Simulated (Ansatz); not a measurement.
We consider solid iodine, described by PBEsol+SOC in Ansatz (PAW).

Input file:

Ansatz 0.2 input:
```yaml
crystal:
  lattice:
    - [2.1555268152, -3.687422864, 0.0]
    - [2.1555268152, 3.687422864, 0.0]
    - [0.0, 0.0, 9.5810570637]
  atoms:
    - { symbol: I, position: [0.8252913932, 0.8252913932, 0.8769584274] }
    - { symbol: I, position: [0.6747086068, 0.6747086068, 0.3769584274] }
    - { symbol: I, position: [0.3252913932, 0.3252913932, 0.6230415726] }
    - { symbol: I, position: [0.1747086068, 0.1747086068, 0.1230415726] }
basis:
  ecutwfc: 520
  ecutrho_ratio: 4
  xc_grid: 2
kpoints:
  mp_grid: { grid: [8, 8, 4] }
hamiltonian:
  xc: pbesol
  dispersion: none
  pseudopotentials: { kind: paw }
scf:
  occupations: { method: fermi_dirac, width: 0.01 }
output:
  forces: true
  stress: true
  eigenvalues: true
magnetization:
  noncollinear: true
  spin_orbit: true
relax:
  f_tol: 0.004
  escape_saddle: false
  max_steps: 80
  cell: { stress_tol: 0.02, fix: [volume] }
```

The run printed, among other lines:

```
Relaxation: its limit of steps is 80 (relax.max_steps)
Crystal: 4 atoms, lattice volume = 152.307 Å³
Basis set: ecut = 520 eV, 4079 PW (Γ), exchange–correlation on 64×64×144 points (8 copies of the dense FFT grid, shifted against one another)
Bands: 82, of which v1, the nominal top of the filled ones, is band 68 counted from 1 (67 counted from 0)
Symmetry: 8 space group operations + 8 with time reversal
k-points: 63 of 256
Initial density: superposition of atomic densities (chi_scale 0.1, normalization cell)
Functional: x = pbesol(κ = 0.804, μ = 0.12345679012345678), c = pbesol(β = 0.046)
spin=Noncollinear: Resta preconditioning applied to the charge; magnetization (m_x, m_y, m_z) channels mix plain (no charge-response kernel on spin).
SCF 1 converged in 8 iterations: F = -29741.125214 eV  dr2 = 5.32e-9
Crystal: 4 atoms, lattice volume = 152.307 Å³
Basis set: ecut = 520 eV, 4073 PW (Γ), exchange–correlation on 64×64×144 points (8 copies of the dense FFT grid, shifted against one another)
Initial density: handed on by an earlier stage of this run
spin=Noncollinear: Resta preconditioning applied to the charge; magnetization (m_x, m_y, m_z) channels mix plain (no charge-response kernel on spin).
SCF 2 converged in 5 iterations: F = -29741.138862 eV  dr2 = 1.66e-7
  ...
Crystal: 4 atoms, lattice volume = 152.307 Å³
spin=Noncollinear: Resta preconditioning applied to the charge; magnetization (m_x, m_y, m_z) channels mix plain (no charge-response kernel on spin).
SCF 4 converged in 3 iterations: F = -29741.140662 eV  dr2 = 1.78e-8
Crystal: 4 atoms, lattice volume = 152.307 Å³
spin=Noncollinear: Resta preconditioning applied to the charge; magnetization (m_x, m_y, m_z) channels mix plain (no charge-response kernel on spin).
SCF 5 converged in 5 iterations: F = -29741.140692 eV  dr2 = 2.72e-10
Crystal: 4 atoms, lattice volume = 152.307 Å³
Basis set: ecut = 520 eV, 4071 PW (Γ), exchange–correlation on 64×64×144 points (8 copies of the dense FFT grid, shifted against one another)
spin=Noncollinear: Resta preconditioning applied to the charge; magnetization (m_x, m_y, m_z) channels mix plain (no charge-response kernel on spin).
SCF 6 converged in 7 iterations: F = -29741.140712 eV  dr2 = 1.04e-12
Crystal: 4 atoms, lattice volume = 152.307 Å³
spin=Noncollinear: Resta preconditioning applied to the charge; magnetization (m_x, m_y, m_z) channels mix plain (no charge-response kernel on spin).
SCF 7 converged in 7 iterations: F = -29741.140727 eV  dr2 = 6.41e-13
SCF converged after 7 iterations
Free energy (F): -29741.140727 eV
Internal energy: -29741.140727 eV  (E = F + TS)
E sigma→0 (E₀):  -29741.140727 eV
Fermi energy:    6.647837 eV
--- Forces (eV/Å), atoms counted from 1 ---
  atom   1  I      0.00056611     0.00000000     0.00029170
  atom   2  I     -0.00056611    -0.00000000     0.00029170
  atom   3  I      0.00056611     0.00000000    -0.00029170
  atom   4  I     -0.00056611    -0.00000000    -0.00029170
--- Stress (GPa, compression-positive) ---
        0.444482       0.000000      -0.000000
        0.000000       0.431929       0.000000
       -0.000000       0.000000       0.446362
  P = ⅓ Tr σ = 0.4409 GPa (4.409 kbar)
```

The cell is one volume of an energy–volume scan, off the minimum.

The PAW data were made under PBE.

Note: the cell comes from a level without a dispersion term, which matters for the spacing of layers, chains or molecules.

Ansatz is an electronic-structure program.
